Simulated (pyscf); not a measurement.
A first-order saddle from PySCF, ωB97X-D3(BJ)/def2-SVP:

```
Si
N 1 1.6793
H 2 1.0123 1 122.36
H 2 1.0132 3 116.97 1 177.64
O 1 1.7999 2 118.42 3 -73.54
H 5 0.9702 1 118.02 2 -155.77
H 5 1.1052 6 120.21 1 115.63
Cl 7 1.6720 5 137.96 6 -137.13
Cl 1 2.0444 2 125.61 3 72.24
Cl 1 2.0883 2 101.48 3 -174.72
```

Surface: singlet, charge 0. Lowest wavenumbers (cm⁻¹): 382i, 123, 129, 192, 248.

**Question.** What reaction is this the transition state of?

**Answer.** H₂N–Si(Cl)(Cl)–Cl + water (H₂O) <-> H₂N–Si(OH)(Cl)–Cl + hydrogen chloride (HCl), a four-centre exchange read from left to right: Cl–Si, H–O broken and O–Si, Cl–H formed. At ωB97M-D3(BJ)/def2-TZVP it lies +0.56 eV from the left side and +0.74 eV from the right (each side as separated species at their lowest minima found). On the reactant side the descent ends in an adduct with a O–Si contact, 0.35 eV over the separated species and 0.25 eV under the saddle at ωB97X-D3(BJ)/def2-TZVP. On the product side the descent ends in a complex, 0.27 eV under the separated species and 0.96 eV under the saddle at ωB97X-D3(BJ)/def2-TZVP. What is counted as formed (O–Si) is already present as a longer contact in the reactant adduct; forming that adduct is a step of its own. One saddle was located; it need not be the lowest between these sides.
